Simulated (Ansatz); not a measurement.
A made-up structure of AlBH4, closed shell:

```
6
angstrom
B 0.0331 0.9998 -0.0371
Al -0.0369 -1.1125 0.0412
H -1.2512 -1.9148 -0.3970
H 1.1230 -1.9583 0.5407
H 0.4149 1.5456 -0.9746
H -0.3095 1.6372 0.8567
```

It is relaxed with PBE-D4/def2-SVP and then PBE0-D4/def2-TZVP (Ansatz 0.2.0). Atoms count as bonded within 1.22 times the sum of their covalent radii (H–H: 0.88 Å). The end point is not checked to be a true minimum.

Does its bonding change? (A judgement: the text doesn't fix the answer.)

The calculation gives: No: no bond forms or breaks.

Where it ends: The first stage lowers the energy by 0.25 eV in 4 steps. It ends as AlBH₄ ([BH2][AlH2]):
```
atom    x (Å)    y (Å)    z (Å)
  B1   0.0323   0.9786  -0.0363
 Al2  -0.0373  -1.1336   0.0421
  H3  -1.3347  -1.9298  -0.4299
  H4   1.2055  -1.9771   0.5748
  H5   0.4235   1.5825  -0.9973
  H6  -0.3158   1.6764   0.8764
```

Labels in which every atom is bracketed show which atoms are joined, not bond orders.

For scale, one of the runs: PBE0-D4/def2-TZVP relaxation, 92 basis functions, launched by `ansatz run in.yaml --threads 2 --pin off --events-out ev --progress --plain --max-ram 4352MiB`. Hardware: 2 CPU threads of an Intel Xeon Platinum 8259CL, shared host. Wall time about 9 s.
